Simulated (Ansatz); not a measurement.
A relaxed structure of MgO. Space group Fm-3m (No. 225), rock salt type. Method: PBEsol (plane waves to 420 eV, PAW, scalar-relativistic; Ansatz, an electronic-structure program).

```cif
data_MgO
_chemical_formula_sum 'O1 Mg1'
_space_group_name_H-M_alt 'P 1'
_space_group_IT_number 1
_cell_length_a 2.97983
_cell_length_b 2.97983
_cell_length_c 2.97983
_cell_angle_alpha 60.000
_cell_angle_beta 60.000
_cell_angle_gamma 60.000
loop_
_space_group_symop_operation_xyz
  'x, y, z'
loop_
_atom_site_label
_atom_site_type_symbol
_atom_site_fract_x
_atom_site_fract_y
_atom_site_fract_z
_atom_site_occupancy
O1 O 0.00000 0.00000 0.00000 1
Mg1 Mg 0.50000 0.50000 0.50000 1
```

```json
{
 "volume_per_atom": "9.35 Å³",
 "density": "3.58 g/cm³",
 "band_gap": "4.62 eV, direct at Γ (no spin-orbit coupling)",
 "shortest_distances": "Mg–O 2.11 Å; Mg–Mg 2.98 Å; O–O 2.98 Å",
 "k-mesh": "13×13×13"
}
```

No spin polarisation in the result.

Measured for MgO: a 4.189 Å (static lattice; corrected from measurement; as listed in Daniel Mejia-Rodriguez, S. B. Trickey, Phys. Rev. B (2018)); gap 8.36 eV (static lattice; corrected from measurement; as listed in Wei Chen et al., Physical Review Materials (2018)). Computed minus measured — a: PBEsol +0.6 %; gap: PBEsol -3.74 eV. The computed values are for a static lattice, and a measured gap can be an optical one, lowered by exciton binding.

The run could not lose the symmetry of its start.

All atoms sit on sites fixed by symmetry, so only the cell could relax.
